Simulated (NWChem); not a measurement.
The numbers come from NWChem runs, not from measurements. System: BCl$_{3}$, charge 1, spin multiplicity 2, at the geometry of a parent with another charge or spin, in a state set for the comparison that need not be this species' ground state. Its SCF solution wasn't tested for a lower state. Level: UMP2/def2-TZVP, 16 core orbitals frozen.

Job file:

```
start mol
memory heap 200 mb stack 900 mb global 1100 mb
charge 1
geometry units angstroms nocenter noautoz
  B      0.000000     0.000000     0.000000
  Cl     0.000000     0.000000     1.742063
  Cl     1.508667     0.000000    -0.871031
  Cl    -1.508667     0.000000    -0.871031
  symmetry group C2v
end
basis spherical
  * library def2-tzvp
end
scf
  uhf
  nopen 1
  maxiter 100
  thresh 1e-7
  semidirect memsize 60000000 filesize 0
  # guess.movecs holds the orbitals of an unrestricted PBE0 run
  vectors input guess.movecs output mol.movecs
end
mp2
  freeze core 16
end
task mp2 energy
```

Output (cleaned and shortened):

```
             Northwest Computational Chemistry Package (NWChem) 7.3.0
             --------------------------------------------------------

                                NWChem Input Module
                                -------------------

 Scaling coordinates for geometry "geometry" by  1.889725989
 (inverse scale =  0.529177249)

 Turning off AUTOSYM since
 SYMMETRY directive was detected!

                             Geometry "geometry" -> ""
                             -------------------------

 Output coordinates in angstroms (scale by  1.889725989 to convert to a.u.)

  No.       Tag          Charge          X              Y              Z
 ---- ---------------- ---------- -------------- -------------- --------------
    1 B                    5.0000     0.00000000     0.00000000     0.00000000
    2 Cl                  17.0000     0.00000000     0.00000000     1.74206300
    3 Cl                  17.0000     1.50866700     0.00000000    -0.87103100
    4 Cl                  17.0000    -1.50866700     0.00000000    -0.87103100

 Effective nuclear repulsion energy (a.u.)     229.5135857618

            Nuclear Dipole moment (a.u.)
            ----------------------------
        X                 Y               Z
 ---------------- ---------------- ----------------
     0.0000000000     0.0000000000     0.0000321253

      Symmetry information
      --------------------

 Group name             C2v
 Group number             16
 Group order               4
 No. of unique centers     3

      Symmetry unique atoms

     1    2    3


 Summary of "ao basis" -> "" (spherical)
 ------------------------------------------------------------------------------
       Tag                 Description            Shells   Functions and Types
 ---------------- ------------------------------  ------  ---------------------
 *                         def2-tzvp                  on all atoms

 Summary of "ao basis" -> "ao basis" (spherical)
 ------------------------------------------------------------------------------
       Tag                 Description            Shells   Functions and Types
 ---------------- ------------------------------  ------  ---------------------
 B                         def2-tzvp                11       31   5s3p2d1f
 Cl                        def2-tzvp                13       37   5s5p2d1f

                                 NWChem SCF Module
                                 -----------------

  ao basis        = "ao basis"
  functions       =   142
  atoms           =     4
  alpha electrons =    28
  beta  electrons =    27
  charge          =   1.00
  wavefunction    = UHF
  use symmetry    = T
  symmetry adapt  = T

 Summary of "ao basis" -> "ao basis" (spherical)
 ------------------------------------------------------------------------------
       Tag                 Description            Shells   Functions and Types
 ---------------- ------------------------------  ------  ---------------------
 B                         def2-tzvp                11       31   5s3p2d1f
 Cl                        def2-tzvp                13       37   5s5p2d1f

      Symmetry analysis of basis
      --------------------------

        a1         55
        a2         18
        b1         41
        b2         28

 Forming initial guess at       0.1s

   Symmetry analysis of molecular orbitals - initial alpha
   -------------------------------------------------------

  Numbering of irreducible representations:

     1 a1          2 a2          3 b1          4 b2
[...]
   Mulliken analysis of the beta density
   -------------------------------------

    Atom       Charge   Shell Charges
 -----------   ------   -------------------------------------------------------
    1 B    5     2.46   0.46  0.53  0.24  0.18 -0.01  0.42  0.37  0.02  0.04  0.20  0.01
    2 Cl  17     8.18   1.01  0.22  0.76  0.56  0.41  2.08  0.85  0.48  1.25  0.53  0.01  0.02  0.00
    3 Cl  17     8.18   1.01  0.22  0.76  0.56  0.41  2.08  0.85  0.48  1.25  0.53  0.01  0.02  0.00
    4 Cl  17     8.18   1.01  0.22  0.76  0.56  0.41  2.08  0.85  0.48  1.25  0.53  0.01  0.02  0.00

   Mulliken analysis of the spin density
   -------------------------------------

    Atom       Charge   Shell Charges
 -----------   ------   -------------------------------------------------------
    1 B    5    -0.16  -0.00  0.00 -0.00 -0.01 -0.01 -0.01 -0.02 -0.04 -0.01 -0.07  0.00
    2 Cl  17     0.39   0.00  0.00 -0.00  0.01  0.00  0.02 -0.01  0.09  0.26  0.02 -0.00 -0.00 -0.00
    3 Cl  17     0.39   0.00  0.00 -0.00  0.01  0.00  0.02 -0.01  0.09  0.26  0.02 -0.00 -0.00 -0.00
    4 Cl  17     0.39   0.00  0.00 -0.00  0.01  0.00  0.02 -0.01  0.09  0.26  0.02 -0.00 -0.00 -0.00

       Multipole analysis of the density wrt the origin
       ------------------------------------------------

     L   x y z        total         alpha         beta         nuclear
     -   - - -        -----         -----         ----         -------
     0   0 0 0      1.000000    -28.000000    -27.000000     56.000000

     1   1 0 0     -0.000000     -0.000000     -0.000000      0.000000
     1   0 1 0     -0.000000     -0.000000     -0.000000      0.000000
     1   0 0 1     -0.000005     -0.000018     -0.000019      0.000032

     2   2 0 0    -23.228332   -153.388639   -146.192175    276.352483
     2   1 1 0      0.000000      0.000000      0.000000      0.000000
     2   1 0 1     -0.000000     -0.000000      0.000000      0.000000
     2   0 2 0    -29.431284    -14.825184    -14.606100      0.000000
     2   0 1 1      0.000000      0.000000     -0.000000      0.000000
     2   0 0 2    -23.228331   -153.389292   -146.192814    276.353774

                   NWChem MP2 Semi-direct Energy/Gradient Module
                   ---------------------------------------------

  Basis functions       =    142
  Molecular orbitals    =    142
  Frozen core           =     16
  Frozen virtuals       =      0
  Active alpha occupied =     12
  Active beta occupied  =     11
  Active alpha virtual  =    114
  Active beta virtual   =    115
  Use MO symmetry       = T
  Use skeleton AO sym   = T

  AO/Fock/Back tols     =   1.0D-09  1.0D-09  1.0D-09

 GA uses MA = F    GA memory limited = T

 Available:
  local mem=  1.26D+08
 global mem=  1.44D+08
 local disk=  0.00D+00
  mp2_memr nvloc                   114
  nvloc new                   114
   1 passes of  12:        5242880                     109507                  44900002.
   1 passes of  12: M    126148851           G      144138872           F     120905971.

 Semi-direct pass number   1 of   1  for UHF alpha       at        4.0s
  vrange nnbf                  9646
  mp2_eaftype                   171  avail_ma_in_mb                  1099
 EAF : mp2_eaftype filesize         171   22450001.
  mp2_eaf for mointskh                    171
Node 0 wrote    105.6 Mb in      0.0 s     Agg I/O rate:  2549.6 Mb/s
 Done moints_semi at        9.4s
  mp2_eaftype                   171  avail_ma_in_mb                   928
 EAF : mp2_eaftype filesize         171   22450001.
  mp2_eaf for kh                   171
 Done maket at        9.7s
 Done multipass loop at        9.7s

 GA uses MA = F    GA memory limited = T

 Available:
  local mem=  1.26D+08
 global mem=  1.44D+08
 local disk=  0.00D+00
  mp2_memr nvloc                   115
  nvloc new                   115
   1 passes of  11:        5242880                     104359                  41521973.
   1 passes of  11: M    126148851           G      144138872           F     120905971.

 Semi-direct pass number   1 of   1  for UHF beta        at        9.7s
  vrange nnbf                  9646
  mp2_eaftype                   158  avail_ma_in_mb                  1099
 EAF : mp2_eaftype filesize         158   20760986.
  mp2_eaf for mointskh                    158
Node 0 wrote     97.6 Mb in      0.0 s     Agg I/O rate:  2484.1 Mb/s
 Done moints_semi at       15.0s
  mp2_eaftype                   158  avail_ma_in_mb                   941
 EAF : mp2_eaftype filesize         158   20760986.
  mp2_eaf for kh                   158
 Done maket at       15.2s
 Done multipass loop at       15.2s

          -------------------------------------------
          SCF energy               -1402.922141377111
          Correlation energy          -0.651266342599
          Singlet pairs                0.000000000000
          Triplet pairs                0.000000000000
          Total MP2 energy         -1403.573407719710
          -------------------------------------------

          ---------------------------------------------------
                    Spin Component Scaled (SCS) MP2
          Same spin pairs                     -0.172466508866
          Same spin scaling factor             0.333333333333
          Opposite spin pairs                 -0.478799833733
          Opposite spin scaling fact.          1.200000000000
          SCS-MP2 correlation energy          -0.632048636768
          Total SCS-MP2 energy             -1403.554190013879
          ---------------------------------------------------

 -----------------------
 Performance information
 -----------------------

 Timer overhead =  9.65D-08 seconds/call

               Nr. of calls         CPU time (s)                 Wall time (s)                GFlops
             ---------------    -------------------     ------------------------------   -------------------
Name         Min   Avg   Max    Min     Avg     Max     Min     Avg     Max   Mx/calls   Min     Max     Sum
mp2: moin     2     2     2    11.     11.     11.      11.     11.     11.     5.4      0.0     0.0     0.0
mp2: make     2     2     2   0.49    0.49    0.49     0.49    0.49    0.49    0.25      0.0     0.0     0.0
mp2: tota     1     1     1    11.     11.     11.      11.     11.     11.     11.      0.0     0.0     0.0

 The average no. of pstat calls per process was 5.00D+00
 with a timing overhead of 4.83D-07s

 Task  times  cpu:       15.2s     wall:       15.2s

 Total times  cpu:       15.2s     wall:       15.2s
```
